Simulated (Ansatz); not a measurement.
hcp Tl, relaxed in Ansatz (plane waves) with several semilocal functionals. Each gives its own volume and its own elastic constant C11:

```
level   V0 (Å³/atom)  elastic constant C11 (GPa)   ln V0  ln C11
------  ------------  --------------------------  ------  ------
LDA           27.290                       46.90  3.3065  3.8480
r²SCAN        30.135                       33.44  3.4057  3.5098
PBE           31.433                       29.25  3.4479  3.3759
```

Problem. Fit a straight line to ln C11 against ln V0. What does it predict for PBEsol, whose volume is 28.605 Å³/atom?

Solution. With x = ln V0 and y = ln C11: means 3.38670 and 3.57790; Σ(Δx Δy) = -0.03532, Σ(Δx²) = 0.01054, so the slope is -3.35. At x = 3.3536 the line gives y = 3.57790 + (-3.35) × (3.3536 − 3.38670) = 3.6888, or 40.00 GPa. The run with PBEsol gives 40.24 GPa, +0.6 % from the line. The rows used scatter about it by up to 0.4 %, while the largest value lies 60 % above the smallest.

Measured: 40.8 GPa (measured, 300 K, no zero-point or thermal correction; as tabulated in Elastic Constants of Thallium Single Crystals in the Temperature Range 4.2-300 …).

Ansatz's density-functional and Hartree–Fock values are scalar-relativistic unless marked +SOC, with PAW data made under PBE.

Ansatz is a first-principles code.
